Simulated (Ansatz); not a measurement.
`C=CCOCF`. The species carries charge 0 and has multiplicity 1. All single points use the PBE0-D4/def2-TZVP geometry. It is one conformer, not always the lowest.

```xyz
13

C    -2.348    0.700   -0.294
C    -1.438   -0.141    0.173
C    -0.036   -0.203   -0.315
O     0.842   -0.117    0.802
C     2.163   -0.155    0.472
F     2.539   -1.415    0.040
H    -3.370    0.686    0.065
H    -2.105    1.430   -1.060
H    -1.698   -0.859    0.947
H     0.140   -1.151   -0.839
H     0.169    0.618   -1.016
H     2.407    0.535   -0.348
H     2.735    0.071    1.374
```

(1) What is the dipole moment at PBE/def2-TZVPP? (Best estimate.)

(2) And with r2SCAN, B3LYP, ωB97M-V? (An estimate is asked.)

(3) Give the Mulliken charges with PBE, B3LYP, r2SCAN in def2-TZVPP. (An estimate is asked.)

Results:

(1) The calculation gave: 1.48 D, with components (-0.53, 1.23, -0.63) D in this frame, pointing from negative to positive charge.

(2) Computed: r2SCAN 1.55 D, B3LYP 1.60 D, ωB97M-V 1.61 D.

(3) The calculation gave: 
```json
{"atom": "C1", "PBE": "-0.19", "B3LYP": "-0.22", "r2SCAN": "-0.18"}
{"atom": "C2", "PBE": "-0.11", "B3LYP": "-0.12", "r2SCAN": "-0.11"}
{"atom": "C3", "PBE": "0.04", "B3LYP": "0.06", "r2SCAN": "0.14"}
{"atom": "O4", "PBE": "-0.22", "B3LYP": "-0.29", "r2SCAN": "-0.29"}
{"atom": "C5", "PBE": "0.12", "B3LYP": "0.18", "r2SCAN": "0.27"}
{"atom": "F6", "PBE": "-0.21", "B3LYP": "-0.25", "r2SCAN": "-0.24"}
{"atom": "H7", "PBE": "0.10", "B3LYP": "0.11", "r2SCAN": "0.09"}
{"atom": "H8", "PBE": "0.08", "B3LYP": "0.09", "r2SCAN": "0.07"}
{"atom": "H9", "PBE": "0.09", "B3LYP": "0.11", "r2SCAN": "0.08"}
{"atom": "H10", "PBE": "0.09", "B3LYP": "0.10", "r2SCAN": "0.07"}
{"atom": "H11", "PBE": "0.06", "B3LYP": "0.06", "r2SCAN": "0.03"}
{"atom": "H12", "PBE": "0.06", "B3LYP": "0.07", "r2SCAN": "0.03"}
{"atom": "H13", "PBE": "0.10", "B3LYP": "0.11", "r2SCAN": "0.05"}
```

B3LYP here is the variant with VWN-RPA as its local correlation; programs differ in this.
